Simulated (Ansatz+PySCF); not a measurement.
Two shapes of doublet C₃H₅.

Shape 1:

```xyz
8

H     0.8821   -0.3891   -1.6890
C     0.0000   -0.0324   -1.1481
C     0.0000   -0.5048    0.2426
C     0.0000   -0.0428    1.4660
H     0.0000   -0.6932    2.3366
H     0.0000    1.0181   -1.1900
H    -0.8821   -0.3891   -1.6890
H     0.0000    1.0333    1.6708
```

Shape 2:

```xyz
8

H     0.8821   -0.4016   -1.6885
C     0.0000   -0.0449   -1.1476
C     0.0000   -0.5172    0.2431
C     0.0000   -0.0553    1.4665
H     0.0000   -0.7056    2.3371
H     0.0000    1.1055   -1.1934
H    -0.8821   -0.4016   -1.6885
H     0.0000    1.0208    1.6713
```

Basis set: cc-pVTZ (spherical functions). Frozen core: 3 orbitals. Correlation on ROHF uses semicanonical orbitals with singles. Charge 0, multiplicity 2.

Computed with Ansatz (development build ahead of 0.2.0); each method stands on the lowest determinant of its kind that the runs found.

(1) Which shape is lower in energy, and by how much in each method?

## Answers

(1)

```
  method  E(2) − E(1) (eV)
    ROHF             0.039
     UHF             0.036
ROHF-MP2             0.013
 UHF-MP2             0.016
```

Shape 1 is lower. Caution for UHF, UHF-MP2: the unrestricted determinant is spin contaminated. Caution for ROHF-MP2, UHF-MP2: forces differ strongly between restricted and unrestricted references.
